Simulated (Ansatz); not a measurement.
Molecule: methylidyne radical, CH (charge 0, doublet). SMILES: [CH]
Geometry from a B3LYP-D3(BJ)/def2-TZVP (Ansatz, an electronic-structure program) optimisation:
```
C
H 1 1.1235
```
Charge 0, spin multiplicity 2.

Parts of the frozen-core correlation energy in cc-pVDZ (Ansatz, hartree). Frozen orbitals: 1; correlated occupied orbitals by spin: 3 and 2; virtual: 15 and 16. UHF or UKS for open shells. No spin-orbit coupling. No relativistic terms.

| term | value |
|---|---|
| reference (HF) | -38.27577 |
| MP2 opposite-spin | [?] |
| MP2 same-spin | [?] |
| CCSD correlation | [?] |
| (T) | -0.00189 |
| CCSDT minus CCSD(T) | -0.00079 |
| CCSDT(Q) minus CCSD(T) | -0.00085 |
| T1 diagnostic | 0.107 |
| largest doubles amplitude | 0.110 |
| <S^2> of the reference | 1.086 |

Task: Fill in the missing entries.

Result: 
- MP2 opposite-spin, value: -0.06117
- MP2 same-spin, value: -0.01148
- CCSD correlation, value: -0.10187
